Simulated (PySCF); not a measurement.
Bonding in 3,3,3-trifluoropropene

3,3,3-trifluoropropene, C3H3F3.
Atom-mapped SMILES: `[CH2:1]=[CH:2][C:3]([F:4])([F:5])[F:6]` (hydrogens: H7, H8 on C1; H9 on C2)

Structure used (GFN2-xTB), in Å, numbered top down from 1:
```
atom  x, y, z in Å
C1     1.3463    0.3029   -0.3154
C2     0.3435   -0.4926    0.0009
C3    -1.0554    0.0029    0.2080
F4    -1.1868    1.3248    0.0430
F5    -1.9214   -0.5779   -0.6427
F6    -1.5049   -0.2762    1.4453
H7     2.3401   -0.0831   -0.4583
H8     1.2099    1.3643   -0.4413
H9     0.4423   -1.5591    0.1353
```

Bond orders from the PBE0/pcSseg-1 density (PySCF). Geometry: GFN2-xTB; no solvent, vibrations or thermal averaging.

Where do the orders between heavy atoms depart from those drawn in the SMILES?

The largest departure is 0.039, at C1–C2 (drawn double, 1.961).

Set the Mayer orders of the bonds beside their lengths.

```
 bond  drawn as  length (Å)  Mayer order
C1–C2    double       1.319        1.961
C2–C3    single       1.498        1.020
C3–F4    single       1.339        1.016
C3–F5    single       1.346        0.991
C3–F6    single       1.346        0.991
C1–H7    single       1.076        0.948
C1–H8    single       1.077        0.949
C2–H9    single       1.079        0.935
```

By pair of heavy elements: C–C: lowest C2–C3 (1.020, 1.498 Å), highest C1–C2 (1.961, 1.319 Å). C–F: lowest C3–F5 and C3–F6 (0.991, 1.346 Å), highest C3–F4 (1.016, 1.339 Å). Bonds named together lie within 0.004.

Sum the orders of all bonds at each heavy atom with more than one neighbour and set the sums beside the valence in the SMILES.

C1 3.858 (drawn 4), C2 3.916 (drawn 4), C3 4.018 (drawn 4). Orders between atoms that aren't bonded are not in these sums.

Mayer orders depend on the basis set.
